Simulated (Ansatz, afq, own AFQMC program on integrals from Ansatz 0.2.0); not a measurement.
Where AFQMC and coupled cluster stand for CH2⁻, doublet

```xyz
3

C     0.0000   -0.1455    0.0516
H     0.0000    1.1636   -1.5350
H     0.0000    0.5706    0.9196
```

Basis aug-cc-pVDZ. Noble-gas cores (and the filled d shells of Ga–Kr and In–Xe) are frozen. Ansatz 0.2.0 and our own AFQMC program on the same integrals; the CISD trial comes from CCSD amplitudes, and released means the phaseless constraint is let go. Error bars are statistical, one sigma.

Determinant: ROHF, the one that the program's search chose, which needn't be the lowest solution. The geometry is a point of a scan.

No full CI on the walks' own integrals is used here; CCSDT(Q) serves as the reference and is uncertain by about the last step of the cluster series.

Cautions: higher spins were not checked; a spin-contaminated unrestricted determinant lies lower (UHF 335 meV lower, ⟨S²⟩ 1.29); strong correlation (T1 0.057, weight of the determinant 0.84, largest double 0.09).

* T1 diagnostic: 0.0570
* weight of the determinant in the CISD state: 0.845
* size of the correlated space: 7 electrons in 40 orbitals

Reference: CCSDT(Q), correlation energy -5.006 eV. The released energy is read at 2.40 1/Eh (meV from the phaseless value at times in 1/Eh: 15 ± 18 at 0.24, -9 ± 17 at 0.51, -25 ± 16 at 0.99, -54 ± 19 at 1.62, -42 ± 18 at 2.40).

| level | E − E(reference) (mEh) | share of correlation (%) |
| --- | --- | --- |
| HF | 183.97 | 0.00 |
| MP2 | 45.44 | 75.30 |
| CCSD | 10.60 | 94.24 |
| CCSD(T) | 2.15 | 98.83 |
| CCSDT | 0.43 | 99.77 |
| ph-AFQMC/HF | -6.49 ± 2.68 | 103.53 |
| ph-AFQMC/CISD | 2.06 ± 0.62 | 98.88 |
| released AFQMC | 0.51 ± 0.66 | 99.72 |

A walk keeps the symmetry of its determinant, which the program's search chose and which needn't be the lowest solution, so a lower state of the same spin and another symmetry isn't excluded. Released energies are given only where the last usable release times agree within the noise; a slower fall can still hide under it.
